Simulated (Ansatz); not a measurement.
Input file:

```yaml
crystal:
  periodic: [false, false, false]
  atoms:
    - {symbol: Ta, position_ang: [0.000000, 0.000000, 0.000000]}
    - {symbol: C, position_ang: [0.000000, 0.000000, 1.764200]}
basis:
  gaussian: {orbitals: def2-SVP}
magnetization: {spin_polarized: false, initial_magnetization: 5}
correlation: {method: ccsdt_q, electrons: outside_noble_gas}
```

```sh
$ ansatz run in.yaml --threads 1 --pin off --events-out ev --progress --plain --max-ram 2393MiB
```

Log:

```
841 factors; integrals over basis functions are off by at most 1.4e-7 eV
mean field evaluation 1: about -2555.7100 eV, gradient 1.6e1 eV
mean field evaluation 2: about -2555.7187 eV, gradient 1.6e1 eV
mean field evaluation 4: about -2556.7447 eV, gradient 3.4e0 eV
mean field evaluation 8: about -2556.8180 eV, gradient 2.8e-1 eV
mean field evaluation 16: about -2555.5574 eV, gradient 3.4e0 eV
mean field evaluation 32: about -2556.7365 eV, gradient 3.4e0 eV
mean field evaluation 64: about -2556.5299 eV, gradient 2.1e-5 eV
mean field evaluation 96: about -2556.1277 eV, gradient 7.3e-1 eV
mean field evaluation 128: about -2556.8193 eV, gradient 8.3e-2 eV
mean field evaluation 160: about -2556.5299 eV, gradient 9.5e-3 eV
...
cycle  18  -5.40380903 eV  change    2.0e-5 eV  update   2.8e-5
cycle  19  -5.40380711 eV  change    1.9e-6 eV  update   1.8e-5
cycle  20  -5.40380816 eV  change   -1.0e-6 eV  update   1.2e-5
cycle  21  -5.40380740 eV  change    7.6e-7 eV  update   8.6e-6
cycle  22  -5.40381161 eV  change   -4.2e-6 eV  update   6.2e-6
cycle  23  -5.40381527 eV  change   -3.7e-6 eV  update   4.6e-6
cycle  24  -5.40381880 eV  change   -3.5e-6 eV  update   3.3e-6
cycle  25  -5.40381923 eV  change   -4.3e-7 eV  update   2.4e-6
cycle  26  -5.40382038 eV  change   -1.2e-6 eV  update   1.7e-6
cycle  27  -5.40381955 eV  change    8.4e-7 eV  update   1.1e-6
perturbative correction -0.01372835 eV, -0.0005045076 hartree
Total energy: -2562.23758221 eV, -94.1604943991 hartree
```

Ran on 1 thread of Arm Neoverse V1, shared host: 42 s wall, 0.34 GiB peak host memory.
